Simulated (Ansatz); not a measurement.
`FCC(F)Cl` → `FCCl` + `[CH]F` at 500 K and 1 bar (formal loss of a carbene).

Isolated molecules relaxed with PBE0-D4/def2-TZVP in Ansatz; ΔE leaves out vibrations. CBS: MP2 limit from def2 TZ/QZ plus the TZ coupled-cluster correction, frozen cores. This one scheme is used for every species. Each species was taken in one conformer, which may not be the lowest.

```
   species  CCSD(T)/CBS energy (Eh)  H − E (kJ/mol)  S (J/(mol·K))
`FCC(F)Cl`               -737.25651           171.5          359.9
    `FCCl`               -598.81139           104.1          292.1
   `[CH]F`               -138.29972            50.0          241.9
```

H − E and S are ideal-gas, rigid-rotor, harmonic terms from PBE0-D4/def2-TZVP, for one conformer and one mirror image of each species. 1 Eh = 2625.50 kJ/mol, R = 8.31446 J/(mol·K).

Q: By hand: ΔE, ΔH, ΔS and ΔG.

A: ΔE = (-598.81139) + (-138.29972) − (-737.25651) = 0.14540 Eh = 381.7 kJ/mol. Δ(H − E) = 104.1 + 50.0 − 171.5 = -17.4, so ΔH = 364.3 kJ/mol. ΔS = 292.1 + 241.9 − 359.9 = 174.1 J/(mol·K). ΔG = 364.3 − 500 × (174.1)/1000 = 277.2 kJ/mol.

Q: By hand: the equilibrium constant, and the temperature at which ΔG would vanish if ΔH and ΔS stayed fixed.

A: log₁₀ K = −ΔG/(RT ln 10) = -29.0. ΔG = 0 at ΔH/ΔS = 2092 K.

The number of gas molecules changes by +1, which sets the sign of ΔS. A doubt of 5 kJ/mol in ΔE shifts log₁₀ K by 0.5 here. Other conformers and mirror images would add mixing entropy, several J/(mol·K) or more a flexible species. These are equilibria of isolated gas molecules and say nothing of rates. Largest T1 diagnostic: 0.018 (customary marks: 0.02 for closed shells, 0.045 for open ones).
